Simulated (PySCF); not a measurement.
MgO⁻: from constants to spectrum

PBE0 constants of MgO⁻, ²Σ⁺ (doublet), unpaired electrons σ ↑ (Mg aug-cc-pVDZ-DK, O aug-cc-pVDZ-DK; spin-free X2C with a Gaussian nucleus (PySCF 2.14); masses 23.9850 and 15.9949 u):

| Property | Result |
| --- | --- |
| ωe | 693.1 cm⁻¹ |
| ωexe | 8.29 cm⁻¹ |
| Be | 0.53785 cm⁻¹ |
| αe | 0.00699 cm⁻¹ |
| D (centrifugal) | 1.3e-06 cm⁻¹ |
| De to Mg + O⁻ | 2.56 eV |

(1) Give the vibrational terms G(v) and spacings up to v = 6.

(2) How well does the Morse estimate ωe²/(4ωexe) reproduce De, and what is D0?

For an ion De counts to the pair picked by the measured ionisation energies or electron affinities, which need not be the lowest pair at this level. The state is the lowest determinant that a PBE0 search found; another state may lie lower at other levels.

## Answers

(1) G(v) = ωe(v+½) − ωexe(v+½)².

| v | G(v) (cm⁻¹) | G(v) − G(v−1) | Bv (cm⁻¹) |
| --- | --- | --- | --- |
| 0 | 344 |  | 0.5344 |
| 1 | 1021 | 677 | 0.5274 |
| 2 | 1681 | 660 | 0.5204 |
| 3 | 2324 | 643 | 0.5134 |
| 4 | 2951 | 627 | 0.5064 |
| 5 | 3561 | 610 | 0.4994 |
| 6 | 4155 | 594 | 0.4924 |

(2) It gives 1.80 eV, 70 % of the computed De. D0 = De − G(0) = 2.56 − 0.04 = 2.52 eV.
